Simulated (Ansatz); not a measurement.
# HNOSi: the cost of one run

Method: def2-TZVPP, core rule «outside noble gas», up to 7 orbitals frozen; program: Ansatz 0.2.0, Gaussian basis.

The runs, in order: UHF; ROHF; CCSD(T) on UHF.

2 further runs of the same task are left out: 2 set aside as unsound or not needed.

**1. The geometry**

The geometry is a PBE0/def2-TZVP stationary point (not a proven minimum) of the parent state, kept for this charge and spin.

4 atoms, charge 1, spin multiplicity 4.

Atoms are counted from 1 here; the program's logs count them from 0.

Bond lengths: O1–N2 1.272 Å, N2–Si3 1.774 Å, N2–H4 1.026 Å. Angles: O1–N2–Si3 124.5°, O1–N2–H4 113.3°, Si3–N2–H4 122.2°.

Coordinates:

```xyz
4

O     0.0000   -0.3375    1.5302
N     0.0000    0.4474    0.5290
Si    0.0000   -0.0826   -1.1639
H     0.0000    1.4397    0.7914
```

**2. UHF**

in.yaml

```yaml
crystal:
  periodic: [false, false, false]
  atoms:
    - {symbol: O, position_ang: [0.000000, -0.337465, 1.530169]}
    - {symbol: N, position_ang: [0.000000, 0.447419, 0.529033]}
    - {symbol: Si, position_ang: [0.000000, -0.082561, -1.163926]}
    - {symbol: H, position_ang: [0.000000, 1.439714, 0.791361]}
basis:
  gaussian: {orbitals: def2-TZVPP}
total_charge: 1
magnetization: {spin_polarized: true, initial_magnetization: 3}
hamiltonian: {xc: hf}
output: {orbitals: {seedname: orbitals}}
```

Run with:

```sh
$ ansatz run in.yaml --threads 1 --pin off --events-out ev --progress --plain --max-ram 4096MiB --backend cpu
```

What time and memory should one allow on 1 thread of AMD EPYC 7R13, shared host?

About 13 s, with a peak of 0.26 GiB.
